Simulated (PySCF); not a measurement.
## P₂ and its ions

PBE0; P def2-TZVP; no relativity (PySCF 2.14). Neutral (UKS): singlet (closed shell), Re = 1.882 Å, ωe = 833 cm⁻¹, De = 4.83 eV, HOMO -8.12 eV, LUMO -2.54 eV.

P₂⁺ (UKS): doublet (π ↑), Re = 1.966 Å, ωe = 728 cm⁻¹, De = 5.01 eV to P⁺ + P. The energies at the minima are -682.44763 hartree for P2 and -682.06747 for P₂⁺.

(1) Work out the adiabatic ionisation energy, without and with harmonic zero-point energies (1 hartree = 27.2114 eV, 1 eV = 8065.5 cm⁻¹), and the change of the bond length.

States were picked by a PBE0 search and need not be the measured ground states.

## Answers

(1) At PBE0: 0.38016 hartree = 10.345 eV between the minima; the zero-point term (728.0 − 833.0)/2 cm⁻¹ = -0.007 eV makes it 10.338 eV. Re changes by +8.4 pm against the neutral. Minus the HOMO energy is 8.12 eV, -2.22 eV from the value between the minima; self-interaction puts the Kohn–Sham level too high, less so with exact exchange. The electron leaves a π orbital, and the longer bond of the ion fits a bonding orbital, or a change in how ionic the bond is.
